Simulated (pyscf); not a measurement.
Single points on ωB97X-D3(BJ)/def2-SVP structures (PySCF, gas phase). MP2 and CC: frozen core, UHF for open shells. ΔMP2 is the change of the MP2 total energy from the triple- to the quadruple-zeta basis.

SMILES: [O]([SiH3])[Al]([Cl])[Cl]
```xyz
8

Si     0.5438    -0.7425    -0.5975
O      0.2768     0.8606    -0.2897
Al     0.0083     2.4834     0.0161
Cl    -1.9262     3.2396     0.0846
Cl     1.6039     3.7763     0.3337
H      0.2829    -1.5386     0.6350
H     -0.3650    -1.2049    -1.6842
H      1.9571    -0.9473    -1.0237
```

Q: How much does it cost (ΔH, 298 K, CCSD(T)/def2-TZVPP + ΔMP2(QZVPP)) to split H₃Si–O–Al(Cl)–Cl (SMILES [SiH3][O][Al]([Cl])[Cl]) at its O–Si bond into SiH₃• + •O–Al(Cl)–Cl?

A: O–Si to SiH₃• + •O–Al(Cl)–Cl: 559.4 kJ/mol. The radicals are drawn with the spin at the cut bond; how far it spreads was not checked. Other isomers of •O–Al(Cl)–Cl were not searched in full and may lie lower. The CCSD(T) − MP2 part came from Ansatz, without density fitting, on the same reference.
